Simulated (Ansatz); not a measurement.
## CH3F, SMILES CF: vertical and adiabatic energies of changing the electron count

Run with Ansatz's Python interface.

Script `adiabatic_ch3f.py`:
```python
"""How CH3F relaxes after losing an electron."""

import itertools

import ansatz as az
from ase.data import atomic_numbers, covalent_radii
import numpy as np

molecule = (
    az.Crystal.molecule()
    .atom("C", [-0.05797, 0.03761, 0.00892])
    .atom("F", [1.0765, -0.69902, -0.16591])
    .atom("H", [-0.91292, -0.63597, -0.0597])
    .atom("H", [-0.09547, 0.79304, -0.77669])
    .atom("H", [-0.01015, 0.50433, 0.99338])
)

job = (
    molecule.calculation()
    .basis(gaussian="def2-SVP")
    .functional("CAM-B3LYP")
    .accuracy("medium")
)
symbols = [site.symbol for site in molecule.cartesian_sites]
start = np.array([site.position_ang for site in molecule.cartesian_sites], dtype=float)
rep = job.relax(force_tolerance=0.01).run(threads=1).report
end = np.array(rep["positions_ang"])

minimum = az.Crystal.molecule()
for symbol, place in zip(symbols, end):
    minimum = minimum.atom(symbol, place.tolist())
ion = (
    minimum.calculation()
    .basis(gaussian="def2-SVP")
    .functional("CAM-B3LYP")
    .accuracy("medium")
    .charge(1)
    .spin("collinear", total=1)
)
vertical = ion.run(threads=1).report
settled = ion.relax(force_tolerance=0.01, max_steps=80).run(threads=1).report
print(f"vertical ionisation energy   {vertical['free_energy_ev'] - rep['free_energy_ev']:.3f} eV")
print(f"adiabatic, no zero point     {settled['free_energy_ev'] - rep['free_energy_ev']:.3f} eV")
print(f"relaxation energy of the ion {vertical['free_energy_ev'] - settled['free_energy_ev']:.3f} eV")
ionised = np.array(settled["positions_ang"])
# pairs closer than 1.2 times the sum of covalent radii, before or after
radius = [covalent_radii[atomic_numbers[s]] for s in symbols]
span = lambda where, i, j: np.linalg.norm(where[i] - where[j])
bonded = [(i, j) for i, j in itertools.combinations(range(len(symbols)), 2) if min(span(end, i, j), span(ionised, i, j)) < 1.2 * (radius[i] + radius[j])]
print("pair        before    after (A)")
for i, j in bonded:
    print(f"{symbols[i]}{i}-{symbols[j]}{j}".ljust(10), f"{span(end, i, j):8.4f} {span(ionised, i, j):8.4f}")
```

```console
$ python adiabatic_ch3f.py
vertical ionisation energy   12.898 eV
adiabatic, no zero point     12.376 eV
relaxation energy of the ion 0.521 eV
pair        before    after (A)
C0-F1        1.3661   1.2806
C0-H2        1.1023   1.1175
C0-H3        1.1023   1.1175
C0-H4        1.1023   1.2291
```

These settings explore the input space; basis and method may be short of convergence. The energies are electronic: no zero-point or thermal terms, and the basis set is short of its limit. The product may relax into another structure. The relaxation finds the nearest minimum, so the adiabatic value is an upper bound. Hardware and time: 26 s on 1 thread of Arm Neoverse V2, on a shared host, peak memory 0.19 GiB.
